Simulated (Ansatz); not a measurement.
# PH2+ (singlet): wave-function methods side by side, cc-pVDZ

How much of the correlation energy of PH2+ (singlet) does each wave-function method recover here?

The runs use Ansatz 0.2.0, Gaussian basis; cc-pVDZ, core rule «outside noble gas», up to 5 orbitals frozen.

The runs, in order: UHF; CCSD(T) on RHF; CCSD(T) on UHF; BCCD(T) on RHF; CISD; CCSDT(Q) on RHF; CCSDT(Q) on UHF; CISDTQ; CCSDTQ on RHF; CASSCF and MRCISD+Q, 6 electrons in 6 orbitals; CASSCF and NEVPT4(SD), 6 electrons in 6 orbitals; CASSCF and NEVPT2, 6 electrons in 6 orbitals; Full CI; Full CI, several states.

13 further runs of the same task are left out: 4 that didn't finish, 9 set aside as unsound or not needed.

## 1. The system

The geometry is a PBE0/def2-TZVP stationary point (not a proven minimum).

3 atoms, charge 1, spin multiplicity 1.

Atoms are counted from 1 here; the program's logs count them from 0.

Bond lengths: P1–H2 1.429 Å, P1–H3 1.429 Å. Angles: H2–P1–H3 91.7°.

## 2. UHF

in.yaml

```yaml
crystal:
  periodic: [false, false, false]
  atoms:
    - {symbol: P, position_ang: [0.000000, -0.060825, 0.000000]}
    - {symbol: H, position_ang: [0.000000, 0.934570, -1.025556]}
    - {symbol: H, position_ang: [0.000000, 0.934568, 1.025558]}
basis:
  gaussian: {orbitals: cc-pVDZ}
total_charge: 1
magnetization: {spin_polarized: true, initial_magnetization: 0}
hamiltonian: {xc: hf}
output: {orbitals: {seedname: orbitals}}
```

Command:

```console
> ansatz run in.yaml --threads 1 --pin off --events-out ev --progress --plain --max-ram 2393MiB
```

Further steps of the session: CCSD(T) on RHF; CCSD(T) on UHF; BCCD(T) on RHF; CISD; CCSDT(Q) on RHF; CCSDT(Q) on UHF; CISDTQ; CCSDTQ on RHF; CASSCF and MRCISD+Q, 6 electrons in 6 orbitals; CASSCF and NEVPT4(SD), 6 electrons in 6 orbitals; CASSCF and NEVPT2, 6 electrons in 6 orbitals; Full CI; Full CI, several states.

**Question.** What will the summary of the whole plan be? Wanted: FCI below the RHF energy; RMP2 from FCI; RCCSD from FCI; RCCSD(T) from FCI; RCCSDT(Q) from FCI; NEVPT2 valence from FCI; NEVPT4(SD) valence from FCI; MRCISD+Q valence from FCI; T1 diagnostic.

As calculated:

| quantity | value |
| --- | --- |
| FCI below the RHF energy | -3.5267 eV |
| RMP2 from FCI | +20.49 kcal/mol |
| RCCSD from FCI | +2.01 kcal/mol |
| RCCSD(T) from FCI | +0.47 kcal/mol |
| RCCSDT(Q) from FCI | +0.02 kcal/mol |
| NEVPT2 valence from FCI | +13.50 kcal/mol |
| NEVPT4(SD) valence from FCI | +2.01 kcal/mol |
| MRCISD+Q valence from FCI | +0.12 kcal/mol |
| levels within 1 kcal/mol (43 meV) | RCCSD(T), BCCD(T), RCCSDT, CISDTQ, RCCSDT(Q), RCCSDTQ, MRCISD+Q valence |
| T1 diagnostic | 0.012 |
| effectively unpaired electrons | 0.08 |

In words: RCCSD(T) lands +0.47 kcal/mol from the yardstick (0.6 % of the correlation energy). One determinant dominates. Of the multireference levels listed MRCISD+Q valence comes nearest in total energy (+0.12 kcal/mol), which doesn't show that its space is the better one. The next state among those solved, a triplet, lies 1.20 eV up. These misses are within one basis, not against nature.
